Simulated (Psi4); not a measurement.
## NH3 (ammonia): name the method

The species is NH3 (4 atoms), meant as a singlet with charge 0. As SMILES, `N`. The shape was relaxed beforehand at PBE0/def2-TZVP.

```xyz
4

N    -0.0620    0.2894    0.1091
H     0.5112   -0.2723    0.7266
H    -0.8858   -0.2574   -0.1094
H     0.4556    0.4033   -0.7537
```

A calculation with Psi4 1.11 gave:

- total energy: -56.5135 Eh
- dipole moment: 1.70 D
- lowest harmonic wavenumber: 1034 cm⁻¹
- highest harmonic wavenumber: 3631 cm⁻¹
- zero-point energy: 90.5 kJ/mol
- entropy: 46.0 cal/(mol K)

Question: Which of these levels gave the numbers?
A. PBE0-D4/def2-TZVPP (density fitting)
B. PBE-D4/def2-TZVPP (density fitting)
C. wB97M-V/def2-TZVPP (density fitting)
D. PBE0-D4/def2-TZVP (density fitting)

Answer: D. The others give -56.5161 Eh (PBE0-D4/def2-TZVPP (density fitting)), -56.5111 Eh (PBE-D4/def2-TZVPP (density fitting)), -56.5515 Eh (wB97M-V/def2-TZVPP (density fitting)).
